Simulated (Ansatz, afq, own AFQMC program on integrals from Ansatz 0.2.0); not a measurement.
## Where AFQMC and coupled cluster stand for H2BrO, doublet

```xyz
4

O    -1.0852   -0.2316    0.0000
H    -1.3345    0.6949    0.0000
H     0.3498   -0.2316    0.0000
Br    2.0698   -0.2316    0.0000
```

Connectivity, by distances: OH ··· BrH.

Basis cc-pVTZ. Noble-gas cores (and the filled d shells of Ga–Kr and In–Xe) are frozen. Integrals, coupled cluster, full CI and functionals: Ansatz 0.2.0; the random walks run on the same integrals in our own AFQMC program. ph-AFQMC/CISD is guided by a CISD state made of CCSD amplitudes; releasing the constraint for a short imaginary time cuts its bias at the price of noise, slowly where states lie close. ± is one standard error of the sampling. No spin–orbit coupling.

Determinant: UHF, the one that the program's search chose, which needn't be the lowest solution. The geometry is a point of a scan.

No full CI on the walks' own integrals is used here. The released AFQMC energy serves as the reference, which it does only where one determinant dominates, the energy is flat over the last release times and near the phaseless one (40 meV or 2 meV an electron, half that with transition metals). On small molecules, where full CI could be run and the noise was under 10 meV, such values lay within 10 meV of it in 19 cases of 20, a flattering rate, since the rule was set on those same cases; what remains of the bias isn't in the error bar.

Cautions: no relativity below Rb; no spin-orbit coupling; inner d shell frozen; the search met a lower determinant of the same kind, perhaps of another symmetry (152 meV lower); unrestricted determinant slightly spin contaminated (⟨S²⟩ 0.84 against 0.75); the released value is read at 1.50 1/Eh (meV from the phaseless value at times in 1/Eh: -15 ± 7 at 0.24, -26 ± 6 at 0.51, -37 ± 9 at 0.99, -25 ± 10 at 1.50).

```
T1 diagnostic                               : 0.0275
weight of the determinant in the CISD state : 0.846
⟨S²⟩ of the determinant                     : 0.840
size of the correlated space                : 15 electrons in 86 orbitals
```

Reference: AFQMC with the constraint released, correlation energy -11.973 ± 0.010 eV.

```
        level  E − E(reference) (kJ/mol)  share of correlation (%)
           HF               1155.2 ± 1.0                      0.00
          MP2                138.3 ± 1.0                     88.02
         CCSD                 43.9 ± 1.0                     96.20
      CCSD(T)                  4.7 ± 1.0                     99.60
ph-AFQMC/CISD                  2.5 ± 1.1                     99.79
```

A walk keeps the symmetry of its determinant, which the program's search chose and which needn't be the lowest solution, so a lower state of the same spin and another symmetry isn't excluded. Released energies are given only where the last usable release times agree within the noise; a slower fall can still hide under it.
